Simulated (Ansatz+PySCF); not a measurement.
# singlet NaH2O(+): levels of theory in one basis

```tsv
atom	x (Å)	y (Å)	z (Å)
Na	0.0000	0.0000	-1.0981
O	0.0000	0.0000	1.0893
H	0.0000	0.7637	1.6822
H	0.0000	-0.7637	1.6822
```

Basis set: def2-SVP (spherical functions). Correlated methods keep 2 orbitals frozen. Charge 1, multiplicity 1.

Computed with Ansatz (development build ahead of 0.2.0); each method stands on the lowest determinant of its kind that the runs found. NEVPT2 correlates all electrons. Active spaces start from the frontier orbitals, and the lowest solution found is given.

```json
{"method": "RHF", "E − E(RHF) (eV)": "0.00", "<S²> of the determinant": "0.00"}
{"method": "RHF-MP2", "E − E(RHF) (eV)": "-5.55", "<S²> of the determinant": "–"}
{"method": "RHF-CCSD(T)", "E − E(RHF) (eV)": "-5.87", "<S²> of the determinant": "–"}
{"method": "CASSCF(2,2)", "E − E(RHF) (eV)": "-0.55", "<S²> of the determinant": "–"}
{"method": "SC-NEVPT2(2,2)", "E − E(RHF) (eV)": "-5.63", "<S²> of the determinant": "–"}
```

Q: What does RHF-CCSD give on the same scale?

A: -5.79 eV.

Q: Is a single determinant a sound starting point here?

A: By this sign, yes. Unrestricted orbitals gain 0.00 eV and <S²> is 0.00 against 0.00 for a pure state. The CASSCF(2,2) natural occupations are 1.98, 0.02.

Caution for CASSCF(2,2): other starts end on other solutions of this active space.
